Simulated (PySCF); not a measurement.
Published values to compare with (the computed states carry no symmetry labels, so the two lists aren't matched line by line):

```json
{"state": "3Bu(π→π*)", "E (eV)": "2.30", "f": "", "kind of transition": "vertical absorption", "source": "[1]"}
{"state": "3Ag(π→π*)", "E (eV)": "3.67", "f": "", "kind of transition": "vertical absorption", "source": "[1]"}
{"state": "1Bu(π→π*)", "E (eV)": "4.78", "f": "1.557", "kind of transition": "vertical absorption", "source": "[2]"}
{"state": "1Bu(π→π*)", "E (eV)": "4.94", "f": "", "kind of transition": "vertical absorption", "source": "[1]"}
{"state": "1Ag(π→π*)", "E (eV)": "4.98", "f": "", "kind of transition": "vertical absorption", "source": "[1]"}
{"state": "1Bu(π→π*)", "E (eV)": "6.06", "f": "", "kind of transition": "vertical absorption", "source": "[1]"}
{"state": "1Ag(π→π*)", "E (eV)": "6.50", "f": "", "kind of transition": "vertical absorption", "source": "[1]"}
{"state": "1Ag(π→π*)", "E (eV)": "6.81", "f": "", "kind of transition": "vertical absorption", "source": "[1]"}
{"state": "1Bu(π→π*)", "E (eV)": "7.91", "f": "", "kind of transition": "vertical absorption", "source": "[1]"}
```

[1] computed, CC3/TZVP, gas; arXiv:2401.06101 (2024), CC3 reference column of Thiel's set
[2] computed, theoretical best estimate (aug-cc-pVTZ, frozen core, CC3 geometry), gas; Veril, Scemama, Caffarel, Lipparini, Boggio-Pasqua, Jacquemin, Loos, WIREs Comput. Mol. Sci. 2021, 11, e1517 (QUESTDB)

Species: octatetraene, C₈H₁₀.
SMILES: `C=C/C=C/C=C/C=C`

Computed, not measured: TDDFT wB97X-D/def2-SVPD, vertical, gas phase, core orbitals frozen in the response (PySCF 2.14.0, density-fitted response routines). One conformer (not necessarily the lowest) at the GFN2-xTB geometry, without solvent, vibrations or thermal averaging. Torsions of this conformer, `[CH2:1]=[CH:2]/[CH:3]=[CH:4]/[CH:5]=[CH:6]/[CH:7]=[CH2:8]`: C1–C2–C3–C4 180°, C3–C4–C5–C6 180°, C5–C6–C7–C8 180°.

Computed singlets: 4.31 eV (f 1.565); 6.02 eV (f 0.000); 6.32 eV (f 0.000); 6.35 eV (f 0.000); 6.48 eV (f 0.000); 6.83 eV (f 0.021); 6.90 eV (f 0.000); 6.99 eV (f 0.000). Computed triplets (Tamm–Dancoff): 2.21, 3.66, 4.85 eV.

**Question.** How does the lowest computed singlet compare with the best estimate listed for the lowest singlet (vertical absorption)?

**Answer.** 4.31 eV against 4.94 eV for 1Bu(π→π*) [1]: a difference of -0.63 eV. Geometry and basis of the two calculations needn't be the same.

**Question.** How does the lowest computed triplet compare with the best estimate listed for the lowest triplet (vertical absorption)?

**Answer.** 2.21 eV against 2.30 eV for 3Bu(π→π*) [1]: a difference of -0.09 eV. Geometry and basis of the two calculations needn't be the same.

The run took 41 s of wall time on Arm Neoverse V2, one thread (shared host).
